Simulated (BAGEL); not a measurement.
# B3LYP/6-31G(d) (density fitting with cc-pvqz-jkfit, spherical functions) run of C3H4O3 (ethylene carbonate)

What is the energy change on altering one bond length of C3H4O3 (ethylene carbonate) at B3LYP/6-31G* (density fitting with cc-pvqz-jkfit, spherical functions)? 

Program for the calculation: BAGEL 1.2.2.

1 further run of the same task is left out (set aside as unsound or not needed).

## Step 1: The molecule

C3H4O3: 10 atoms, total charge 0, spin state singlet. SMILES: `O=C1OCCO1`. The coordinates come from a PBE0-D4/def2-TZVP relaxation.

Bond lengths: O1–C2 1.184 Å, C2–O3 1.350 Å, O3–C4 1.421 Å, C4–C5 1.522 Å, C2–O6 1.350 Å, C5–O6 1.421 Å, C4–H7 1.093 Å, C4–H8 1.089 Å, C5–H9 1.089 Å, C5–H10 1.093 Å. Some angles: O1–C2–O3 124.8°, O1–C2–O6 124.8°, O3–C2–O6 110.3°, C2–O3–C4 109.5°, O3–C4–C5 102.8°, C4–C5–O6 102.8°, C2–O6–C5 109.5°, O3–C4–H7 108.9°, O3–C4–H8 109.0°, C5–C4–H7 112.6°.

## Step 2: The energy at B3LYP/6-31G(d) (density fitting with cc-pvqz-jkfit, spherical functions)

File input.json:

```json
{ "bagel": [

{
  "title": "molecule",
  "basis": "6-31gs.json",
  "df_basis": "cc-pvqz-jkfit",
  "angstrom": "true",
  "geometry": [
    { "atom": "O", "xyz": [   -1.451010,   -0.478810,    2.201590 ] },
    { "atom": "C", "xyz": [   -0.809830,   -0.267220,    1.228740 ] },
    { "atom": "O", "xyz": [   -0.841800,   -1.015900,    0.106160 ] },
    { "atom": "C", "xyz": [    0.176270,   -0.580640,   -0.784680 ] },
    { "atom": "C", "xyz": [    0.512830,    0.808030,   -0.260860 ] },
    { "atom": "O", "xyz": [    0.057210,    0.757030,    1.084260 ] },
    { "atom": "H", "xyz": [    1.022300,   -1.270050,   -0.720380 ] },
    { "atom": "H", "xyz": [   -0.217340,   -0.580450,   -1.800170 ] },
    { "atom": "H", "xyz": [    1.579100,    1.029830,   -0.266000 ] },
    { "atom": "H", "xyz": [   -0.027740,    1.598220,   -0.788650 ] }
  ]
},
{ "title": "ks", "xc_func": "b3lyp", "charge": 0 },
{ "title": "print", "file": "orbitals.molden", "orbitals": "true" }

]}
```

The basis set 6-31G* is read from a file made from the Basis Set Exchange's data (not shown).

Started as:

```console
$ BAGEL_NUM_THREADS=1 BAGEL input.json > input.out
```

What it wrote:

```text
* using 1 threads per process

  ===============================================================
  ===============================================================

  *** Geometry ***

  { "atom" : "O", "xyz" : [     -2.742012,     -0.904820,      4.160402 ] },
  { "atom" : "C", "xyz" : [     -1.530357,     -0.504973,      2.321982 ] },
  { "atom" : "O", "xyz" : [     -1.590771,     -1.919773,      0.200613 ] },
  { "atom" : "C", "xyz" : [      0.333102,     -1.097251,     -1.482830 ] },
  { "atom" : "C", "xyz" : [      0.969108,      1.526955,     -0.492954 ] },
  { "atom" : "O", "xyz" : [      0.108111,      1.430579,      2.048954 ] },
  { "atom" : "H", "xyz" : [      1.931867,     -2.400047,     -1.361321 ] },
  { "atom" : "H", "xyz" : [     -0.410713,     -1.096892,     -3.401828 ] },
  { "atom" : "H", "xyz" : [      2.984067,      1.946097,     -0.502667 ] },
  { "atom" : "H", "xyz" : [     -0.052421,      3.020198,     -1.490333 ] },

  Number of auxiliary basis functions:      840

  Since a DF basis is specified, we compute 2- and 3-index integrals:
    o Being stored without compression. Storage requirement is 0.057 GB

  Number of basis functions:       92
  Number of electrons      :       46

    * METHOD: MOLECULE                             1.56

  *** Kohn-Sham DFT ***

    * Removing 21544 points whose weight is below 1.00e-10
    * Grid points: 127516

  === Nuclear Repulsion ===
   247.7321919559

       - DIIS with orbital gradients will be used.

  === KS iteration (b3lyp / 6-31gs.json) ===
      0       -295.98304634          0.14303631           0.93
      1       -231.21273844          0.20262179           0.86
      2       -278.39604746          0.16365192           0.88
      3       -335.35140611          0.12760119           0.86
      4       -341.13648320          0.04411157           0.86
      5       -341.32406456          0.04428123           0.88
      6       -342.33780208          0.01067220           0.89
      7       -342.38019865          0.00511748           0.93
      8       -342.39156175          0.00082396           0.94
      9       -342.39194118          0.00011107           0.92
     10       -342.39194641          0.00004906           0.87
     11       -342.39194764          0.00000702           0.87
     12       -342.39194767          0.00000277           0.99
     13       -342.39194767          0.00000222           1.03
     14       -342.39194767          0.00000052           1.05
     15       -342.39194767          0.00000013           0.96
     16       -342.39194767          0.00000006           0.83
     17       -342.39194767          0.00000001           0.93
     18       -342.39194767          0.00000001           0.90
     19       -342.39194767          0.00000000           0.89
    * SCF iteration converged.

    * Permanent dipole moment:
           (   -1.113658,    -0.367482,     1.689680) a.u.

    * METHOD: KS                                  19.71

    * METHOD: PRINT                                0.03

  ===============================================================
```

It took 22 s on 1 thread of Intel Xeon Platinum 8259CL at 2.50GHz (Skylake/Cascade Lake), shared host; peak memory 0.57 GiB.

## Step 3: The distorted shape

Edit input.json of step 2 so:

```diff
@@ -6,5 +6,5 @@
   "df_basis": "cc-pvqz-jkfit",
-  "angstrom": "true",
+  "angstrom": true,
   "geometry": [
-    { "atom": "O", "xyz": [   -1.451010,   -0.478810,    2.201590 ] },
+    { "atom": "O", "xyz": [   -1.963980,   -0.648091,    2.979909 ] },
     { "atom": "C", "xyz": [   -0.809830,   -0.267220,    1.228740 ] },
@@ -20,4 +20,11 @@
 },
-{ "title": "ks", "xc_func": "b3lyp", "charge": 0 },
-{ "title": "print", "file": "orbitals.molden", "orbitals": "true" }
+{
+  "title": "ks",
+  "xc_func": "b3lyp"
+},
+{
+  "title": "print",
+  "file": "orbitals.molden",
+  "orbitals": true
+}
```

The basis set 6-31G* is read from a file made from the Basis Set Exchange's data (not shown).

Started as:

```console
$ BAGEL_NUM_THREADS=1 BAGEL input.json > input.out
```

What it wrote:

```text
* using 1 threads per process

  ===============================================================
  ===============================================================

  *** Geometry ***

  { "atom" : "O", "xyz" : [     -3.711384,     -1.224714,      5.631212 ] },
  { "atom" : "C", "xyz" : [     -1.530357,     -0.504973,      2.321982 ] },
  { "atom" : "O", "xyz" : [     -1.590771,     -1.919773,      0.200613 ] },
  { "atom" : "C", "xyz" : [      0.333102,     -1.097251,     -1.482830 ] },
  { "atom" : "C", "xyz" : [      0.969108,      1.526955,     -0.492954 ] },
  { "atom" : "O", "xyz" : [      0.108111,      1.430579,      2.048954 ] },
  { "atom" : "H", "xyz" : [      1.931867,     -2.400047,     -1.361321 ] },
  { "atom" : "H", "xyz" : [     -0.410713,     -1.096892,     -3.401828 ] },
  { "atom" : "H", "xyz" : [      2.984067,      1.946097,     -0.502667 ] },
  { "atom" : "H", "xyz" : [     -0.052421,      3.020198,     -1.490333 ] },

  Number of auxiliary basis functions:      840

  Since a DF basis is specified, we compute 2- and 3-index integrals:
    o Being stored without compression. Storage requirement is 0.057 GB

  Number of basis functions:       92
  Number of electrons      :       46

    * METHOD: MOLECULE                             1.36

  *** Kohn-Sham DFT ***

    * Removing 20465 points whose weight is below 1.00e-10
    * Grid points: 128595

  === Nuclear Repulsion ===
   225.9003077142

       - DIIS with orbital gradients will be used.

  === KS iteration (b3lyp / 6-31gs.json) ===
      0       -284.84627879          0.15845204           0.93
      1       -178.29194089          0.11917477           0.88
      2       -289.81954596          0.17130244           1.06
      3       -309.60195234          0.13856436           0.87
      4       -308.79652654          0.13703306           0.86
      5       -312.38940950          0.13200111           0.86
      6       -312.38549867          0.13193404           0.86
      7       -157.10705114          0.14496058           0.86
      8       -311.08143878          0.12158475           0.86
      9       -318.75576281          0.09880504           0.87
     10       -325.32905299          0.12369165           0.86
     11       -322.13948533          0.09015394           0.87
     12       -323.34383472          0.08078607           0.86
     13       -164.23143555          0.22021252           0.86
     14       -335.85071590          0.07082910           0.87
     15       -339.20640174          0.04628647           0.81
     16       -341.83008401          0.02209352           0.86
     17       -340.78581728          0.03840041           0.86
     18       -342.12065653          0.00432102           0.85
     19       -342.11108098          0.00557185           0.96
     20       -342.13270939          0.00213142           1.24
     21       -342.13597118          0.00081264           0.95
     22       -342.13634188          0.00028191           0.87
     23       -342.13638738          0.00004907           0.84
     24       -342.13638893          0.00003683           0.84
     25       -342.13638960          0.00001663           0.84
     26       -342.13638979          0.00000370           0.85
     27       -342.13638981          0.00000356           0.84
     28       -342.13638981          0.00000159           0.94
     29       -342.13638981          0.00000082           0.77
     30       -342.13638981          0.00000078           0.77
     31       -342.13638982          0.00000035           0.78
     32       -342.13638982          0.00000012           0.91
     33       -342.13638982          0.00000003           1.02
     34       -342.13638982          0.00000002           1.03
     35       -342.13638982          0.00000001           1.02
     36       -342.13638982          0.00000000           0.98
    * SCF iteration converged.

    * Permanent dipole moment:
           (   -1.769737,    -0.583975,     2.685139) a.u.

    * METHOD: KS                                  34.43

    * METHOD: PRINT                                0.03

  ===============================================================
```

Run time: 36 s. Hardware: 1 thread of Intel Xeon Platinum 8259CL at 2.50GHz (Skylake/Cascade Lake), shared host; peak memory 0.57 GiB.

## Step 4: Outcome

At B3LYP/6-31G* (density fitting with cc-pvqz-jkfit, spherical functions):

```
                                                         quantity          value
                                        first shape: total energy  -342.39195 Eh
                                       first shape: dipole moment         5.23 D
                                         first shape: HOMO energy       -7.97 eV
                                         first shape: LUMO energy        1.13 eV
                                       first shape: HOMO–LUMO gap        9.10 eV
                                    distorted shape: total energy  -342.13639 Eh
                                   distorted shape: dipole moment         8.31 D
                                     distorted shape: HOMO energy       -5.73 eV
                                     distorted shape: LUMO energy       -2.29 eV
                                   distorted shape: HOMO–LUMO gap        3.44 eV
energy change with the O1–C2 bond stretched from 1.184 to 2.132 Å       6.954 eV
```

What this shows: One bond (distorted shape) is far stretched, which a spin-restricted single reference describes badly; a broken-symmetry solution may lie lower. With the O1–C2 bond stretched from 1.184 to 2.132 Å the energy rises by 6.95 eV (160 kcal/mol). The first shape isn't relaxed at this level, so the change isn't measured from a minimum. A restricted reference can't describe the breaking bond well at this length.
